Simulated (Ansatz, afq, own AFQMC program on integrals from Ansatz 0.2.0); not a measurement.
Two steps: Ansatz 0.2.0 writes the Fock matrix and Cholesky factors of the valence space, and afq projects on them the lowest state that overlaps trial and start.

```yaml
crystal:
  periodic: [false, false, false]
  atoms:
    - {symbol: Ga, position_ang: [0.000000, 0.000000, 0.000000]}
basis:
  gaussian: {orbitals: aug-cc-pVDZ}
total_charge: -1
magnetization: {spin_polarized: false}
correlation: {method: ccsd_t, electrons: outside_noble_gas, hamiltonian_folder: ham}
```

```sh
$ ansatz run in.yaml --threads 1 --pin off --events-out ev --progress --plain --max-ram 24576MiB --backend cuda --devices 0, --max-vram 18GiB
```

afq runs on the folder ham with

```
--method phaseless --trial cisd --walkers 4000 --populations 20 --least-time 60 --time-step 0.005 --steps-per-block 50 --equilibration-blocks 28 --max-blocks 4000 --target-error 0.00012 --factor-cut 1e-05 --seed 3311 --release-times 0.24,0.51,0.99,1.62,2.4 --release-step 0.03 --release-every 3 --taylor-order 6
```

Times are imaginary, in 1/Eh. The walk had a cap of 122 s. With eight or more populations the least sampling time is a fifth of least-time, and the error comes from their spread. Filled inner d shells are frozen with the cores.

Output of the walk:

```
orbitals 22  electrons 2 2  factors 124 of 244
reference energy -1923.15780210 Eh
CCSD correlation -0.07034350 Eh in 13 cycles, weight of the determinant in the CISD state 0.8261
energy of the start -1923.228145 Eh
 block  time / (1/Eh)  mean weight  energy / Eh
     1     0.250  1.0000  -1923.227898
     2     0.500  1.0000  -1923.227863
     3     0.750  0.9999  -1923.227941
     4     1.000  0.9999  -1923.228066
     5     1.250  1.0000  -1923.228221
     8     2.000  1.0000  -1923.228683
    11     2.750  1.0000  -1923.229153
    14     3.500  0.9999  -1923.229544
    17     4.250  1.0000  -1923.229954
    20     5.000  0.9999  -1923.230101
    23     5.750  1.0000  -1923.230277
    26     6.500  1.0001  -1923.230055
    27     6.750  1.0000  -1923.229979
    29     7.250  1.0000  -1923.230258
    32     8.000  1.0000  -1923.230213
    35     8.750  1.0000  -1923.230432
    38     9.500  1.0000  -1923.230735
    41    10.250  1.0000  -1923.230399
    44    11.000  1.0000  -1923.230380
    47    11.750  0.9999  -1923.230143
    50    12.500  1.0000  -1923.230373
    53    13.250  0.9998  -1923.230825
    56    14.000  1.0002  -1923.230831
    59    14.750  0.9999  -1923.230888
    62    15.500  1.0000  -1923.231085
    65    16.250  1.0000  -1923.230877
    68    17.000  1.0000  -1923.230813
    71    17.750  0.9999  -1923.230952
    74    18.500  1.0000  -1923.230539
    77    19.250  0.9999  -1923.230837
    78    19.500  1.0000  -1923.231222
error from the spread of 20 populations
released: time / (1/Eh)  energy / Eh  error  mean overlap
  0.24  -1923.230728  0.000077  0.9983
  0.51  -1923.230758  0.000063  0.9992
  0.99  -1923.230854  0.000061  1.0001
  1.62  -1923.230943  0.000053  1.0027
  2.40  -1923.230990  0.000050  1.0070
energy -1923.230673 +/- 0.000085 Eh
(rows thinned)
```

The run passed its tests (sampling time, drift between the halves within three errors, error under three times the target), which doesn't prove that it has relaxed. The second half of the sampling lies below the first by 2.7 errors of their difference, so the energy may still be moving and its error bar be too small.

Against this walk (error 2.3 meV) on the same determinant: CCSD(T) 1.6 meV lower (within the noise), CCSDT(Q) 66.0 meV lower, full CI 77.0 meV lower. The error is statistical and leaves out the bias of the constraint. The released energies are still falling (meV from the phaseless value at times in 1/Eh: -1.5 ± 2.1 at 0.24, -2.3 ± 1.7 at 0.51, -4.9 ± 1.7 at 0.99, -7.4 ± 1.5 at 1.62, -8.6 ± 1.4 at 2.40), so they give no level; they do show a bias of the constraint, and the last of them that isn't too noisy lies 68 meV above full CI. Full CI is exact here, so the walk's 77 meV above it is the walk's own error: the bias of the constraint with this trial, or a walk that hasn't relaxed. The determinant is a poor start (see the cautions), so the low cluster orders aren't to be relied on, and full CI is the sure value.

Cautions: constraint bias not in the error; no relativity below Rb; no spin-orbit coupling; inner d shell frozen; another spin lies lower (by 422 meV); at this level and basis the anion state lies above a neutral one; restricted determinant unstable towards unrestricted (UHF 696 meV lower, ⟨S²⟩ 1.03); the determinant fills the p orbitals unequally in pairs, so it mixes two states of the atom (¹D and ¹S), and each level undoes that mixture to a different degree, while full CI gives the lower state; CCSDT(Q) on the UHF determinant differs (428 meV lower), perhaps since the unrestricted series falls towards higher spin.

The walk took 17 s on 1 × NVIDIA H100 80GB HBM3 with 2 threads of AMD EPYC 7R13 Processor (Zen 3), with other jobs on the host (the card was shared). The log's last line is the phaseless energy.

CCSDT and higher add their correlation energy to the determinant of the CCSD(T) run, since their own runs factorise the integrals more tightly (a shift of under 2 meV).
